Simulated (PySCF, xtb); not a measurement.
HO, SMILES [OH-], charge -1.

Harmonic wavenumbers (cm⁻¹) from GFN2-xTB (xtb) at its own minimum, in rising order: 3403.

Problem. What does PBE-D3(BJ)/def2-TZVPD run with PySCF give at its own minimum? (Estimate from the structure and the level; the computed values follow.)

Solution. 3646. Paired by order, the mean absolute difference is 243 cm⁻¹ and the zero-point energies are 4.9 and 5.2 kcal/mol.
